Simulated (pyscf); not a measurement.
Structures and frequencies: ωB97X-D3(BJ)/def2-SVP in PySCF.

Task: How much does it cost (ΔH, 298 K, ωB97M-D3(BJ)/def2-TZVP) to split H₃C–C(F)(F)–CH₂–Cl at its C–C bond into CH₃• + F–C•(F)–CH₂–Cl?

Result: C–C to CH₃• + F–C•(F)–CH₂–Cl: 4.13 eV. The 7 functionals that were run give +3.72 (r²SCAN) to +4.14 eV (M06-2X). Other isomers of F–C•(F)–CH₂–Cl were not searched in full and may lie lower.
